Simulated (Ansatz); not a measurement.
For black phosphorus, LDA (Ansatz, a program for electronic structure, PAW) gives:

```
Quantity                            Result
---------------------------  -------------
equilibrium volume per atom  17.25 Å³/atom
cohesive energy               4.41 eV/atom
```

What does r²SCAN in Ansatz (plane waves, PAW) give for the same quantities?


- equilibrium volume per atom: 20.71 Å³/atom (goes up by 20 %)
- cohesive energy: 3.39 eV/atom (decreases by 1.02 eV/atom)

For comparison: equilibrium volume per atom 18.97 Å³/atom (measured, temperature not stated, no zero-point or thermal correction; as tabulated in Appalakondaiah et al. (2012), arXiv:1211.3512).

Changes are worked out from the printed values.

Unless a cell is named, each level is at its own relaxed cell (LDA 17.25, r²SCAN 20.71 Å³/atom).

Caveats: the cell comes from a level without a dispersion term, which matters for the spacing of layers, chains or molecules (LDA, r²SCAN). Ansatz's density-functional and Hartree–Fock values are scalar-relativistic unless marked +SOC, with PAW data made under PBE.
